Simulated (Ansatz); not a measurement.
# C3H3F2N: up Jacob's ladder to CCSD(T)

An exercise on one series of results from a longer session: the logs are not shown, and one member is left open.

The runs use Ansatz 0.2.0, Gaussian basis; functionals in def2-TZVPP, the program's frozen cores in correlated methods.

The runs, in order: PBE-D4, r2SCAN-D4, PBE0-D4, B3LYP-D4, ωB97X-V, ωB97M-V, B2PLYP; CCSD(T)/def2-TZVPP; MP2/def2-QZVPP; extrapolation to the limit.

## The relaxed structure

The geometry comes from an earlier relaxation with PBE0-D4 in a triple-zeta def2 set; it is a stationary point, not always the lowest conformer.

SMILES `FCC1(F)C=N1`, 9 atoms, charge 0, spin multiplicity 1.

Atoms are counted from 1 here; the program's logs count them from 0.

Bond lengths: F1–C2 1.379 Å, C2–C3 1.491 Å, C2–H7 1.092 Å, C2–H8 1.094 Å, C3–F4 1.364 Å, C3–C5 1.422 Å, C3–N6 1.476 Å, C5–N6 1.258 Å, C5–H9 1.082 Å. Angles: F1–C2–C3 110.7°, F1–C2–H7 108.7°, F1–C2–H8 108.2°, C3–C2–H7 109.6°, C3–C2–H8 109.8°, H7–C2–H8 109.9°, C2–C3–F4 111.7°, C2–C3–C5 127.2°, C2–C3–N6 120.1°, F4–C3–C5 117.8°, F4–C3–N6 115.0°, C5–C3–N6 51.4°, C3–C5–N6 66.5°, C3–C5–H9 153.9°, N6–C5–H9 139.4°, C3–N6–C5 62.1°.

Set-up of the first run:

in.yaml reads:

```yaml
crystal:
  periodic: [false, false, false]
  atoms:
    - {symbol: F, position_ang: [-0.432089, -1.968558, 0.282223]}
    - {symbol: C, position_ang: [0.472451, -1.014289, -0.133589]}
    - {symbol: C, position_ang: [-0.202119, 0.301532, -0.325365]}
    - {symbol: F, position_ang: [-0.985854, 0.308081, -1.441102]}
    - {symbol: C, position_ang: [-0.448577, 1.294099, 0.663072]}
    - {symbol: N, position_ang: [0.536564, 1.554894, -0.075079]}
    - {symbol: H, position_ang: [1.253127, -0.918790, 0.624021]}
    - {symbol: H, position_ang: [0.910087, -1.347645, -1.078765]}
    - {symbol: H, position_ang: [-1.015190, 1.744478, 1.467582]}
basis:
  gaussian: {orbitals: def2-TZVPP}
hamiltonian: {xc: pbe, dispersion: d4}
output: {forces: true, orbitals: {seedname: orbitals}}
```

On the command line:

```console
> ansatz run in.yaml --threads 4 --pin off --events-out ev --progress --plain --max-ram 10444MiB
```

Among the steps run: PBE-D4 (GGA); r2SCAN-D4 (meta-GGA); PBE0-D4 (hybrid); B3LYP-D4 (hybrid); ωB97X-V (range-separated); ωB97M-V (range-separated); B2PLYP (double hybrid); CCSD(T) in def2-TZVPP; MP2 in def2-QZVPP.

One of the session's tables, all rows but one given; the rest of the session is left out.

```
            method  atomisation energy (eV)
            PBE-D4                   40.388
         r2SCAN-D4                        ?
           PBE0-D4                   38.914
          B3LYP-D4                   38.383
           ωB97X-V                   38.639
           ωB97M-V                   38.631
            B2PLYP                   38.045
     HF/def2-TZVPP                   25.565
    MP2/def2-TZVPP                   38.550
   CCSD/def2-TZVPP                   36.237
CCSD(T)/def2-TZVPP                   37.127
           MP2/CBS                   39.717
       CCSD(T)/CBS                   38.294
```

Estimate the missing values for r2SCAN-D4.

**Answer.** atomisation energy (eV): 38.566. In the column «atomisation energy (eV)» it lies between MP2/def2-TZVPP (38.550) and ωB97M-V (38.631).
